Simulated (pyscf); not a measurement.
Elementary routes open to H₂B–CH₃ + SiH₄ in the gas phase (singlet surface):
A. H₃C–SiH₃ + BH₃ (B–C, H–Si broken; C–Si, B–H formed)
B. CH₄ + H₂B–SiH₃ (B–C, H–Si broken; C–H, B–Si formed)

Structures and frequencies: ωB97X-D3(BJ)/def2-SVP in PySCF. MP2 and CC: frozen core, UHF for open shells. ΔMP2 is the change of the MP2 total energy from the triple- to the quadruple-zeta basis.

Q: Rank the routes by free-energy barrier at 1200 K, lowest first, for CCSD(T)/def2-TZVPP + ΔMP2(QZVPP) energies (ideal gas, 1 atm, RRHO with modes under 100 cm⁻¹ raised to 100, one conformer, R ln 2 for chiral ones without a mode under 150 cm⁻¹).

A: B (60.4 kcal/mol), A (64.4 kcal/mol)

Route B is the fastest of these, ahead of the next by 4.0 kcal/mol. The most stable products are those of B (ΔG = +4.3 kcal/mol), so kinetics and thermodynamics agree. At 298 K B is still the fastest. A: On the reactant side the descent ends in an adduct with a B–H, B–Si contact, 6.0 kcal/mol under the separated species and 22.9 kcal/mol under the saddle at ωB97X-D3(BJ)/def2-TZVP. B: On the reactant side the descent ends in an adduct with a B–Si, B–H contact (not fully relaxed), 3.1 kcal/mol under the separated species and 19.5 kcal/mol under the saddle at ωB97X-D3(BJ)/def2-TZVP. Only these routes are compared; each barrier is that of the saddle found, and lower ones may exist. The CCSD(T) − MP2 part came from Ansatz, without density fitting, on the same reference.
